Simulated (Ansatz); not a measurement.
Born–Oppenheimer molecular dynamics of AlH5O (7 atoms, charge 0, multiplicity 1). It starts at the highest image of a converged band, a first-order saddle point between two minima.

These are results of RKS revPBE-D4/def2-SVP (Ansatz), not measurements.

```json
{
  "ensemble": "NVE (velocity Verlet)",
  "time step": "0.5 fs",
  "steps asked": "200",
  "starting velocities drawn for": "100 K",
  "seed": "9400"
}
```

First frame:

```xyz
7
Properties=species:S:1:pos:R:3
Al 0.014 0.226 -0.004
O 0.015 -0.029 1.893
H -0.829 -0.262 2.326
H 1.421 -0.107 -0.670
H -1.419 -0.036 -0.663
H 0.043 1.872 0.731
H -0.007 1.183 1.543
```

(1) How far do the bonds stretch over the last three quarters of this one trajectory? (Pairs bonded in most of those frames.)

## Answers

(1) 
```
  bond  mean (Å)  spread (Å)  shortest  longest
Al1–H4     1.614       0.015      1.58     1.64
Al1–H5     1.622       0.015      1.60     1.65
Al1–H6     1.611       0.029      1.56     1.66
 O2–H3     0.980       0.016      0.95     1.01
 O2–H7     0.983       0.005      0.97     0.99
```

Pairs bonded in part of these frames only: Al1–O2 42 %.

Mean temperature of the second half: 374 K. The conserved energy stayed within 0.058 meV per atom of its start (net change 0.01 meV per atom), so the integration is sound. The kinetic energy rose, since the run started high on the potential surface and went downhill. A run of 0.1 ps of so small a system gives no equilibrium averages. The orbitals stay closed-shell, which can raise the energy where a bond breaks towards radicals; this wasn't checked here.

Run time: 3.6 min on 1 thread of Arm Neoverse V1, with other jobs on the host, peak memory 0.094 GiB.
